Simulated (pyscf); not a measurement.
H₂Al–Cl (SMILES [AlH2][Cl]) + CH₃• (SMILES [CH3]) -> [HAl–Cl]• (SMILES [AlH][Cl]) + CH₄ (SMILES C) (hydrogen abstraction; doublet surface; Al–H broken, C–H formed). Structures and frequencies: ωB97X-D3(BJ)/def2-SVP in PySCF. MP2 and CC: frozen core, UHF for open shells. ΔMP2 is the change of the MP2 total energy from the triple- to the quadruple-zeta basis. Rate constants from transition-state theory, CCSD(T)/def2-TZVPP + ΔMP2(QZVPP) energies (ideal gas, 1 atm, RRHO with modes under 100 cm⁻¹ raised to 100, one conformer, R ln 2 for rigid chiral ones; no tunnelling), k in cm³ molecule⁻¹ s⁻¹.

| T (K) | 1000/T | log10 k |
|---|---|---|
| 298 | 3.354 | -17.89 |
| 600 | 1.667 | ? |
| 900 | 1.111 | -13.24 |
| 1200 | 0.833 | -12.45 |

Question: Fit an Arrhenius line to the three values, give the activation energy, and predict k at 600 K.

Answer: Least squares gives log10 k = -10.77 − 2.13 × 1000/T, so Ea = 2.13 × ln 10 × 1.987 = 9.7 kcal/mol, against an electronic barrier of 7.3. At 600 K the line gives -14.32; the computed value is -14.55 (ΔG‡ = 23.5 kcal/mol), a factor 1.7 under the line, since the plot is curved. This is the saddle that the search found; another between the same sides may lie lower. The angle at the transferred H is 176°. The CCSD(T) − MP2 part came from Ansatz, without density fitting, on the same reference.
